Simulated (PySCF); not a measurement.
# SMILES COC=C(Cl)Cl, C3H4Cl2O

Geometry (Å), atoms numbered from 1 in this order:
```xyz
10

C    -1.674   -0.012    0.212
O    -0.747   -1.075    0.188
C     0.556   -0.893   -0.011
C     1.309    0.202   -0.226
Cl    3.016    0.001   -0.442
Cl    0.781    1.845   -0.316
H    -2.652   -0.475    0.395
H    -1.699    0.526   -0.747
H    -1.453    0.701    1.020
H     1.092   -1.846    0.011
```

Method: GIAO PBE/aug-pcSseg-1 magnetisability, rotational g tensor and spin-rotation constants, non-relativistic, gas phase (PySCF 2.14.0). Geometry: PBE0-D3(BJ)/def2-SVP.

Q: What are the magnetisability and the molar susceptibility?

A: Isotropic -1093 × 10⁻³⁰ J/T², or -65.8 × 10⁻⁶ cm³/mol; principal values -1198, -1088, -993 × 10⁻³⁰ J/T², anisotropy 178 × 10⁻³⁰ J/T² (root of half the summed squared differences of the principal values). The susceptibility is in cgs units.

Q: Split it along the inertial axes a, b, c into diamagnetic and paramagnetic parts about the centre of mass, with the quadrupole moment.

A: 
| axis | χ (10⁻⁶ cm³/mol) | diamagnetic (10⁻⁶ cm³/mol) | paramagnetic (10⁻⁶ cm³/mol) | summed x² of all electrons (Å²) | quadrupole Θ (D Å) |
| --- | --- | --- | --- | --- | --- |
| a | -69.1 | -394.5 | 325.4 | 179.7 | +3.71 |
| b | -68.6 | -813.7 | 745.0 | 80.8 | -0.44 |
| c | -59.8 | -1105.1 | 1045.4 | 12.1 | -3.28 |

Anisotropies 2χaa − χbb − χcc = -9.7 and 2χbb − χaa − χcc = -8.5 × 10⁻⁶ cm³/mol. Θ is traceless in Buckingham's convention.

Q: And the rotational g tensor?

A: 
```
axis  rotational constant (GHz)        g  nuclear part  electronic part
   a                     3.6060  -0.0316        0.5197          -0.5513
   b                     1.5793  -0.0123        0.5404          -0.5528
   c                     1.1060  -0.0124        0.5308          -0.5432
```
Asymmetric top; isotopes 12C, 35Cl, 1H, 16O; no vibrational averaging.
